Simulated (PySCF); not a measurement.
Method: PBE0-D4/def2-TZVP (PySCF 2.14.0). Isolated molecules, 0 K electronic values unless said otherwise. Excitations are Tamm–Dancoff values on a coarser integration grid. The basis has no diffuse functions, so Rydberg states are missing or too high.

Reference species (SMILES): `ClB(Cl)Cl` (neutral, multiplicity 1).

The S1–T1 gap (TDA) is 0.20 eV, the S1 oscillator strength comes out as 0.000 and the LUMO is -1.69 eV. The HOMO–LUMO gap is 7.40 eV.

Changed species: `ClB(Cl)Br` (1 of 3 Cl replaced by Br; the reference has 0 of 3 Cl replaced by Br).

Question: What does the change do to the S1–T1 gap (TDA), S1 oscillator strength, LUMO and HOMO–LUMO gap?

Answer: the S1–T1 gap (TDA) drops by 0.02 eV, to 0.18 eV; the S1 oscillator strength stays essentially unchanged; the LUMO drops by 0.14 eV, to -1.83 eV; the HOMO–LUMO gap falls by 0.57 eV, to 6.83 eV.
